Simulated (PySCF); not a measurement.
## Worked example: entropy of an ideal gas

pyrazine (C4H4N2), SMILES c1nccnc1.

The structure is a stationary point at PBE-D3(BJ)/def2-SVP.

PBE-D3(BJ)/def2-SVP (PySCF) gives the harmonic wavenumbers 309, 417, 585, 703, 764, 774, 915, 963, 969, 998, 1025, 1061, 1137, 1211, 1279, 1316, 1403, 1462, 1562, 1577, 3074, 3075, 3087, 3095 cm⁻¹ and the rotational temperatures 0.3039, 0.2811, 0.1460 K. The molar mass is 80.09 g/mol, the symmetry number 4, the spin multiplicity 1.

Q: Work out the entropy at 298.15 K and 1 atm in the rigid-rotor, harmonic-oscillator model.

A: 
Translation (Sackur–Tetrode at 1 atm): S = R[1.5 ln M + 2.5 ln T − 1.16487] = 163.4 J/(mol K).
Rotation: q = (√π/σ) T^1.5/√(θA θB θC) = 20400, S = R[ln q + 3/2] = 95.0 J/(mol K).
Vibration: with u = 1.4388 ν/T, each mode gives R[u/(e^u − 1) − ln(1 − e^−u)]:
```tsv
ν (cm⁻¹)	modes	u	S (J/(mol K))
309	1	1.49	5.72
417	1	2.01	3.77
585	1	2.82	1.99
703	1	3.39	1.27
764	1	3.69	1.00
774	1	3.74	0.96
915	1	4.42	0.55
963	1	4.65	0.45
969	1	4.68	0.44
998	1	4.82	0.39
1025	1	4.95	0.35
1061	1	5.12	0.31
1137	1	5.49	0.22
1211	1	5.84	0.17
1279	1	6.17	0.12
1316	1	6.35	0.11
1403	1	6.77	0.07
1462	1	7.06	0.06
1562	1	7.54	0.04
1577	1	7.61	0.04
```
The stiffer modes add less than 0.005 each. Sum 18.0 J/(mol K).
Spin: R ln 1 = 0.0 J/(mol K).
Total 276.4 J/(mol K); the program's own thermochemistry gives 276.4. Translation makes up 59 % and vibration 7 %. Anharmonicity, hindered rotation and orbital degeneracy are left out.
